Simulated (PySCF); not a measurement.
Two structures of Si₂H₆O, singlet, reached by relaxing down either side of one saddle point (PBE0-D4/def2-TZVP). Energies are electronic, without zero-point energy. PySCF 2.14 with density fitting (its default auxiliary sets; JK sets also for MP2 and CCSD(T)); basis: def2-TZVPP and def2-QZVPP; cores frozen in the correlated methods. Extrapolation: Hartree–Fock as exp(−7.88 √X), correlation as X^−2.97. First:

| atom | x (Å) | y (Å) | z (Å) |
| --- | --- | --- | --- |
| Si1 | -0.5078 | -0.6535 | 0.3468 |
| H2 | -0.0792 | -1.2289 | 1.6559 |
| O3 | -0.1960 | -1.6986 | -0.8963 |
| H4 | -0.5999 | -2.5668 | -0.8596 |
| H5 | -1.9693 | -0.3727 | 0.4628 |
| Si6 | 0.6706 | 1.3150 | -0.1035 |
| H7 | 0.2210 | 1.9216 | -1.3846 |
| H8 | 0.4193 | 2.2858 | 0.9973 |
| H9 | 2.1320 | 1.0499 | -0.1799 |

Second:

Si1  (-1.049, -0.025, -0.573)
H2  (-0.104, -1.973, 1.341)
O3  (-1.216, -0.784, -1.881)
H4  (-0.209, -2.329, 0.690)
H5  (-2.150, 0.082, 0.433)
Si6  (0.909, 1.137, 0.006)
H7  (0.696, 2.582, -0.274)
H8  (1.157, 0.961, 1.462)
H9  (2.049, 0.618, -0.786)
(Å)

(1) Which bonds change from the first to the second?

(2) Give the saddle point's structure and its height above each. (To be estimated.)

T1 diagnostic: at most 0.022.

## Answers

(1) Si₂H₆O ([OH][SiH2][SiH3]) → Si₂H₄O ([O][SiH][SiH3]) + H₂; bonds formed: H2–H4; bonds broken: Si1–H2, O3–H4.

(2) The calculation gives: 68.39 kcal/mol above the first and 22.01 kcal/mol above the second (CCSD(T) at an estimated basis limit (MP2 extrapolated from triple and quadruple zeta, plus CCSD(T) − MP2 in triple zeta)).
Si1  (-0.852, -0.383, -0.243)
H2  (-0.338, -1.788, 0.704)
O3  (-0.954, -1.332, -1.486)
H4  (-0.522, -1.986, -0.199)
H5  (-2.046, -0.017, 0.575)
Si6  (0.912, 1.130, 0.107)
H7  (0.601, 2.381, -0.638)
H8  (1.008, 1.440, 1.559)
H9  (2.190, 0.556, -0.381)
(Å)

Labels in which every atom is bracketed show which atoms are joined, not bond orders.

For scale, one of the runs: CCSD(T)/def2-TZVPP, 199 basis functions, launched by `OMP_NUM_THREADS=4 python run.py`. Hardware: 4 CPU threads of an Intel Xeon 6975P-C, shared host. Wall time 2.1 min; peak host memory 2.1 GiB.
